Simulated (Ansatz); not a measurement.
The same path of C$_{2}$H$_{7}$Al (10 atoms, charge 0, multiplicity 1) was run twice with different band settings. Lost on the way: Al1–H2, Al1–C3. Made: H2–C3.

Theory: RKS BLYP-D4/6-31G* in Ansatz 0.2.0.

Relaxed end points:

```xyz
10
Properties=species:S:1:pos:R:3
Al 0.125 -0.086 0.463
H -0.224 -0.297 2.019
C 2.027 0.031 -0.062
H 2.570 -0.895 0.209
H 2.181 0.201 -1.142
H 2.537 0.849 0.481
C -1.375 0.036 -0.820
H -1.936 -0.918 -0.855
H -2.105 0.804 -0.502
H -1.063 0.274 -1.851
```

```xyz
10
Properties=species:S:1:pos:R:3
Al -1.275 -1.063 0.898
H 1.629 0.194 1.397
C 1.993 0.246 0.358
H 2.003 -0.765 -0.079
H 1.336 0.897 -0.238
H 3.016 0.651 0.359
C -1.458 -0.177 -0.908
H -2.431 -0.422 -1.381
H -1.407 0.929 -0.844
H -0.669 -0.489 -1.622
```

Common settings: movable images 7; climbing image yes; spring 5.0 eV/Å²; start path through a guess of the saddle point; force threshold 0.05 eV/Å; iteration limit 60; end points relaxed.

| run | optimiser | largest step |
| --- | --- | --- |
| 1 | quadratic models (default) | default |
| 2 | lbfgs | 0.02 Å |

Problem. What does each run give, and how far can it be trusted?

Solution. Run 1: converged after 24 iterations, highest image 2.856 eV above the first end. Neighbouring images differ by up to 2.7 eV, so the band resolves the path poorly. A vibrational analysis at the climbing image gives one clearly imaginary mode, 1044i cm⁻¹: a first-order saddle point.
Run 2: not converged after 60 iterations, highest image 3.120 eV above the first end. The band didn't meet its force threshold, so its energies are provisional: the largest band force was still 0.18 eV/Å, and over the last iterations the top stayed at 3.12 eV.
The orbitals stay closed-shell, which can raise the energy where a bond breaks towards radicals; this wasn't checked here.
